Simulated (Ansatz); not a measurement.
C$_{3}$H$_{5}$N, SMILES `C1=NCC1`, relaxed with RKS PBE0-D4/def2-TZVP in Ansatz 0.2.0 from a PBE-D4/def2-SVP geometry. The force threshold is 0.005 eV/Å; the program also tests the step.

Charge 0, multiplicity 1.

Start:

```xyz
9

C     1.037   -0.477    0.189
N     1.008    0.130   -0.958
C    -0.415    0.522   -0.713
C    -0.367   -0.210    0.663
H     1.903   -1.018    0.621
H    -0.556    1.622   -0.679
H    -1.110    0.099   -1.469
H    -0.471    0.427    1.567
H    -1.028   -1.095    0.778
```

```tsv
step	energy (eV)	largest force (eV/Å)	largest move (Å)
1	-4676.9928	1.007	0.000
2	-4677.0352	0.227	0.019
3	-4677.0390	0.028	0.009
4	-4677.0390	0.015	0.002
5	-4677.0390	0.004	0.001
```

End:

```xyz
9

C     1.029   -0.473    0.188
N     0.997    0.125   -0.942
C    -0.415    0.519   -0.708
C    -0.366   -0.208    0.658
H     1.881   -1.004    0.612
H    -0.548    1.602   -0.670
H    -1.097    0.098   -1.450
H    -0.465    0.422    1.545
H    -1.014   -1.081    0.766
```

Run time 13 s (2 threads of an Arm Neoverse V2 on a shared host); peak host memory 0.27 GiB.
